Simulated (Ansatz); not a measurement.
## Isomers of C2H8N2

2 of its isomers, all singlets with charge 0: A = 1,2-dimethylhydrazine `CNNC`; B = ethylenediamine `NCCN`.

Shapes, held fixed at every level: PBE0-D4/def2-TZVP. Flexible molecules stand in one conformer, not always the lowest. Programs: Ansatz 0.2.0.

A:

```xyz
12

C    -1.0808    0.9647   -0.2494
N    -0.8549   -0.0368    0.7725
N     0.4601   -0.5088    0.9264
C     1.2045   -0.7936   -0.2831
H    -0.8320    0.6569   -1.2754
H    -2.1372    1.2410   -0.2265
H    -0.5003    1.8618   -0.0151
H    -1.4568   -0.8379    0.6359
H     0.9575    0.1476    1.5134
H     1.3513    0.0609   -0.9595
H     0.6998   -1.5860   -0.8436
H     2.1889   -1.1696    0.0044
```

B:

```xyz
12

N    -0.7467    1.1246   -0.7137
C    -0.3062    0.5931    0.5666
C     0.8880   -0.3316    0.3867
N     0.6699   -1.4936   -0.4556
H    -1.1982    0.4000   -1.2581
H    -1.4329    1.8562   -0.5827
H    -0.0040    1.4338    1.1995
H    -1.0972    0.0519    1.1143
H     1.7124    0.2423   -0.0462
H     1.2200   -0.6763    1.3717
H     0.4939   -1.2175   -1.4130
H    -0.1221   -2.0381   -0.1355
```

Enthalpies at 298 K in kJ/mol, with harmonic thermal terms from PBE0-D4/def2-TZVP. Measured gas-phase heats of formation: A CRC Handbook of Chemistry and Physics; B CRC Handbook of Chemistry and Physics.

(1) From chemical knowledge, estimate the order of stability.

Answers

(1) B < A in rising energy, over a span of 110 kJ/mol, by experiment. All levels agree on that. Absolute errors: PBE0-D4/def2-TZVPP 0.3; MP2/def2-SVP 0.3; wB97X-V/def2-TZVPP 1.8; HF/def2-SVP 2.7; wB97M-V/def2-TZVPP 2.8; SPW92/def2-TZVPP 5.1; CCSD(T)/CBS estimate 8.2 kJ/mol. The CBS estimate extrapolates MP2 from def2-TZVPP and def2-QZVPP and adds CCSD(T) − MP2 in the triple-zeta set, cores frozen.

| level | kind | B − A |
| --- | --- | --- |
| HF/def2-SVP | Hartree–Fock | -107.5 |
| SPW92/def2-TZVPP | LDA | -105.1 |
| PBE0-D4/def2-TZVPP | global hybrid | -109.9 |
| wB97M-V/def2-TZVPP | range-separated hybrid | -113.0 |
| wB97X-V/def2-TZVPP | range-separated hybrid | -108.4 |
| MP2/def2-SVP | perturbation theory | -110.5 |
| CCSD(T)/CBS estimate | coupled cluster or CI | -118.4 |
| measured | experiment | -110.2 |
